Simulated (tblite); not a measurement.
Compound: C3H8N (doublet state).
Z-matrix (Å and degrees, GFN2-xTB geometry), rows numbered from 1:
```
C 
C   1  1.4902
C   2  1.4902  1  119.16
N   2  1.4077  1  116.48  3  -148.08
H   1  1.0986  2  112.30  3    70.89
H   1  1.0889  2  110.14  3   -48.79
H   1  1.0898  2  110.76  3  -168.99
H   3  1.0987  2  112.31  1   -71.01
H   3  1.0900  2  110.78  1   168.82
H   3  1.0890  2  110.12  1    48.70
H   4  1.0112  2  113.38  1  -170.37
H   4  1.0113  2  113.37  1   -41.37
```

Computed with GFN2-xTB (tblite): harmonic, unscaled wavenumbers at the GFN2-xTB geometry, gas phase. This tight-binding method is rough: wavenumbers can miss measured ones by several per cent, in bad cases by 10 to 20. One conformer, not necessarily the lowest. Open shells enter through the occupations alone, without spin polarisation, and single modes of such species can be off by tens of per cent.

Harmonic wavenumbers (cm⁻¹): 111.5, 125.7, 258.0, 277.0, 359.0, 398.9, 785.0, 844.6, 972.2, 980.7, 1032.4, 1043.1, 1075.3, 1325.1, 1357.2, 1397.0, 1411.9, 1475.1, 1480.5, 1487.5, 1496.1, 1512.8, 2850.5, 2858.7, 2999.9, 3001.7, 3009.8, 3014.9, 3391.8, 3447.9.

A = 8814, B = 8209, C = 4540 MHz; mass 58.066 u (most abundant isotopes); point group Cs, symmetry number 1; spin multiplicity 2.

Task: What is the zero-point energy?

Result: Half the sum of the wavenumbers: 22891 cm⁻¹ = 65.45 kcal/mol.

Task: Give the ideal-gas entropy at 298.15 K and 1 bar in the rigid-rotor, harmonic-oscillator model (classical rotation).

Result: Translation 38.12, rotation 24.40, vibration 12.55, spin (R ln 2) 1.38: S = 76.4 cal/(mol K).

Task: And Cp and H(298.15 K) − H(0)?

Result: Cp = 22.21 cal/(mol K), of which vibrations give 14.26 (their classical limit is 30 R = 59.6); H(298.15 K) − H(0) = 4.48 kcal/mol without the zero-point energy, 2.11 from vibrations.

Task: Which modes carry the vibrational entropy at 298.15 K?

Result: 111.5 cm⁻¹: 3.24; 125.7 cm⁻¹: 3.01; 258.0 cm⁻¹: 1.68; 277.0 cm⁻¹: 1.55; 359.0 cm⁻¹: 1.13; 398.9 cm⁻¹: 0.97 cal/(mol K); the other 24 give 0.97 together.

Task: Blend soft modes into free rotors: weight 1/[1 + (100 cm⁻¹/ν̃)⁴] for the oscillator and the rest for a rotor with moment μB/(μ + B), μ = h/(8π²ν), B = 10⁻⁴⁴ kg m². What vibrational entropy results?

Result: 12.26 cal/(mol K) in place of 12.55, which changes −T·S at 298.15 K by +0.09 kcal/mol.

Task: What must be added to the electronic energy to get the Gibbs energy at 298.15 K and 1 bar?

Result: ZPE + [H(298.15 K) − H(0)] − T·S = 65.45 + 4.48 − 22.79 = 47.14 kcal/mol.

Task: How do the functions run with temperature in this model?

Result: 
```
T (K)  S (cal/(mol K))  Cp (cal/(mol K))  H − H(0) (kcal/mol)  G − H(0) (kcal/mol)  ln q(vib)
  100             58.1              12.9                 0.99                -4.82       0.46
  200             68.6              17.7                 2.53               -11.18       1.58
  300             76.6              22.3                 4.52               -18.45       2.77
  500             90.3              32.2                 9.99               -35.17       5.18
  800            108.0              43.1                21.39               -65.00       8.78
 1000            118.2              48.1                30.53               -87.63      11.10
```

q(vib) and H(0) count from the zero-point level.

Hindered rotation and anharmonicity are outside this model. Other conformers, if any are populated, would add a mixing term that is left out.
